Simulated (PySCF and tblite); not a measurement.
Results of a calculation; reference values are marked as such.
C₄H₈O, numbered as in [CH3:1][CH2:2][CH2:3][CH:4]=[O:5].

Level: PBE0-D3(BJ)/def2-TZVP (IEF-PCM, chloroform)//PBE0-D3(BJ)/def2-SVP, thermal terms from GFN2-xTB, symmetry numbers and mirror pairs counted. Conformers within 3 kcal/mol (GFN2-xTB free energy) were kept, 8 at most. GIAO shieldings: wB97X-D/pcSseg-1 (IEF-PCM, chloroform). Shifts are against TMS (¹H), TMS (¹³C) at the same level. Programs: PySCF with density fitting and tblite.

Torsions listed: C1–C2–C3–C4, C2–C3–C4–O5. Of a mirror pair one member is shown.

```tsv
conformer	shape	symmetry	E(GFN2) kcal/mol	E(DFT) kcal/mol
1	180°, 0°	Cs	0.17	0.00
2	71°, 4°	C1 (pair)	0.47	0.40
3	177°, 131°	C1 (pair)	0.26	0.81
4	-66°, 134°	C1 (pair)	0.00	0.72
5	67°, 124°	C1 (pair)	1.08	1.86
```

Task: How much do the weights at 298.15 K and the averaged shift of C3 depend on how the conformers are weighted?

Result: 
```tsv
weighting	1 (%)	2 (%)	3 (%)	4 (%)	5 (%)	δ (ppm)	rms dipole (D)
DFT energy with thermal terms, symmetry and mirror images (full scheme)	36	29	16	16	3	49.8	3.37
DFT energy with symmetry and mirror images	31	32	16	18	3	49.7	3.37
bare DFT energy	47	24	12	14	2	49.9	3.34
GFN2-xTB energy with symmetry and mirror images	14	17	24	38	6	49.6	3.47
GFN2-xTB free energy	17	16	26	34	6	49.7	3.46
leading conformer alone	100	0	0	0	0	50.6	3.25
equal weights	20	20	20	20	20	49.6	3.45
full scheme, search stopped after three starts	0	64	0	36	0	48.9	3.37
```

The largest departure from the full scheme, 0.9 ppm, comes with: full scheme, search stopped after three starts.

Thermal terms of a conformer that GFN2-xTB lacks, or places elsewhere, come from the nearest GFN2-xTB minimum; such a conformer stays in the set even outside the window.
